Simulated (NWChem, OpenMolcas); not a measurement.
## SiH2Cl2 (SMILES Cl[SiH2]Cl): the vertical energy of the triplet above the singlet from total energies

SiH2Cl2 has 5 atoms, charge 0, and is taken as a singlet. As SMILES, `Cl[SiH2]Cl`. The shape is that of a PBE0-D4/def2-TZVP optimisation.

Both states at this one shape; open shells run unrestricted unless said. 1 Eh = 27.2114 eV.

```
          level     program  singlet SiH2Cl2 (Eh)  triplet SiH2Cl2 (Eh)
   HF/6-311+G**  OpenMolcas          -1209.216288          -1208.896034
  PBE/6-311+G**  OpenMolcas          -1210.681046          -1210.442456
wB97X/6-311+G**      NWChem          -1211.203133          -1210.915686
```

Q: Work out the vertical gap, second state less first, at each level.

A: 
1. HF/6-311+G**: -1208.896034 − (-1209.216288) = 0.320254 Eh = 8.71 eV.
2. PBE/6-311+G**: -1210.442456 − (-1210.681046) = 0.238590 Eh = 6.49 eV.
3. wB97X/6-311+G**: -1210.915686 − (-1211.203133) = 0.287447 Eh = 7.82 eV.

No measured value is set beside it here; the levels span 6.49 to 8.71 eV.
